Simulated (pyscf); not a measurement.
Optimised with ωB97X-D3(BJ)/def2-SVP in PySCF.

PBE/def2-TZVP puts the barrier of H₂N–Si(OH)(F)–F + hydrogen fluoride (HF) → HO–Si(F)(F)–F + ammonia (NH₃) (four-centre exchange; singlet surface; N–Si, F–H broken, F–Si, H–N formed) at -0.1 kcal/mol and the reaction energy at -18.5 kcal/mol, from the separated reactants. What do B3LYP-D3(BJ)/def2-TZVP, PBE0-D3(BJ)/def2-TZVP, ωB97M-D3(BJ)/def2-TZVP give on the same structures?

B3LYP-D3(BJ): ΔE‡ = 4.1 kcal/mol, ΔE = -18.5 kcal/mol; PBE0-D3(BJ): ΔE‡ = 2.1 kcal/mol, ΔE = -17.2 kcal/mol; ωB97M-D3(BJ): ΔE‡ = 3.9 kcal/mol, ΔE = -18.1 kcal/mol. PBE's barrier lies under all of them, by 2.2 to 4.2 kcal/mol. Its reaction energy matches one of them and lies within 1.3 kcal/mol of the others. On the reactant side the descent ends in a bound adduct, 10.9 kcal/mol under the separated species and 14.9 kcal/mol under the saddle at ωB97X-D3(BJ)/def2-TZVP. On the product side the descent ends in an adduct with a N–Si contact (not fully relaxed), 1.4 kcal/mol under the separated species and 22.7 kcal/mol under the saddle at ωB97X-D3(BJ)/def2-TZVP. What is counted as broken (N–Si) persists as a longer contact in the product adduct; parting that adduct is a step of its own. One saddle was located; it need not be the lowest between these sides.
